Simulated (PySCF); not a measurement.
## What the settings do

Molecule: `CCNN`, C$_{2}$H$_{8}$N$_{2}$; geometry GFN2-xTB.

Cartesian coordinates in Å; atom numbers follow the order of the lines, from 1:
```xyz
12

C    -1.327    0.330    0.167
C    -0.288   -0.744   -0.139
N     0.885   -0.164   -0.780
N     1.696    0.643    0.056
H    -1.555    0.888   -0.737
H    -2.238   -0.130    0.541
H    -0.960    1.023    0.922
H    -0.707   -1.470   -0.840
H    -0.027   -1.278    0.794
H     1.481   -0.902   -1.147
H     1.257    1.556    0.137
H     1.785    0.248    0.999
```

All runs: PySCF 2.14, non-relativistic, gas phase unless a solvent (IEF-PCM) is named; grid level 2, GIAOs and SCF threshold 1e-9 unless changed. The yardstick, PBE0/pcSseg-1, gives these isotropic shieldings σ (ppm, equivalent atoms averaged): C1 171.9, N3 176.1, N4 183.7, H8/H9 29.00, H10 29.03, H11/H12 29.37, H5/H6/H7 30.63.

Task: What do these inputs give? (1) PBE0/cc-pVDZ; diis off; max_cycle 71; (2) wB97X-D/6-31G*; guess huckel

Result: 
```tsv
run	outcome	functions	wall time	C1	N3	N4	H8/H9	H10	H11/H12	H5/H6/H7
1	not converged	96	11 s	–	–	–	–	–	–	–
2	converged	72	4.1 s	182.3	193.6	196.3	29.82	30.01	30.43	31.46
```

Times are on 1 thread of an Intel Xeon 6975P-C, shared host.

Task: Comment on the technical settings and failures.

Result: 
- Run 1: The SCF stopped after 71 cycles without meeting its threshold, with DIIS switched off and the cycle limit at 71, so no response property followed.
- Run 2: The functional and orbital basis differ from the yardstick's, which in itself moves the values. The starting guess changes the path of the SCF (10 cycles), not the solution, provided the same state is reached.

Run 1 was set up unsoundly or failed; its numbers aren't to be quoted as properties of the molecule.
